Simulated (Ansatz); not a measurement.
C₃H₆S₂, SMILES `CCC(=S)S`, relaxed with RKS PBE-D4/def2-SVP in Ansatz from a rough embedded geometry. The force threshold is 0.03 eV/Å; the program also tests the step.

The species carries charge 0 and has multiplicity 1.

Start:

```xyz
11

C    -0.723   -0.452   -1.123
C    -0.664   -0.226    0.374
C     0.536    0.607    0.710
S     0.575    2.212    0.879
S     2.059   -0.307    0.933
H    -1.693   -1.068   -1.338
H     0.100   -1.018   -1.512
H    -0.847    0.452   -1.647
H    -1.558    0.251    0.705
H    -0.608   -1.203    0.872
H     2.823    0.752    1.146
```

```tsv
step	energy (eV)	largest force (eV/Å)	largest move (Å)
1	-24856.6615	3.318	0.000
2	-24856.9157	1.040	0.098
3	-24856.9216	0.709	0.119
4 (rejected)	-24856.9138	1.646	0.089
5	-24856.9613	0.193	0.043
6	-24856.9649	0.082	0.042
7	-24856.9677	0.177	0.109
8	-24856.9699	0.035	0.070
9	-24856.9702	0.159	0.076
10	-24856.9709	0.042	0.010
11	-24856.9712	0.028	0.023
13	-24856.9715	0.023	0.029
15	-24856.9719	0.055	0.014
17	-24856.9727	0.072	0.119
19	-24856.9733	0.032	0.046
21	-24856.9742	0.068	0.017
23	-24856.9761	0.100	0.099
25	-24856.9776	0.195	0.118
27	-24856.9779	0.151	0.083
29	-24856.9813	0.070	0.030
31	-24856.9824	0.076	0.024
33	-24856.9832	0.029	0.034
35	-24856.9835	0.034	0.019
36	-24856.9836	0.028	0.032
```

End:

```xyz
11

C    -1.029   -0.305   -1.144
C    -0.400   -0.427    0.240
C     0.789    0.483    0.502
S     1.170    1.810   -0.390
S     1.698   -0.055    1.923
H    -1.900   -0.984   -1.231
H    -0.301   -0.564   -1.938
H    -1.365    0.733   -1.335
H    -1.154   -0.193    1.027
H    -0.093   -1.478    0.444
H     2.586    0.981    1.903
```

Run time 33 s (4 threads of an Arm Neoverse V2 on a shared host); peak host memory 0.16 GiB.
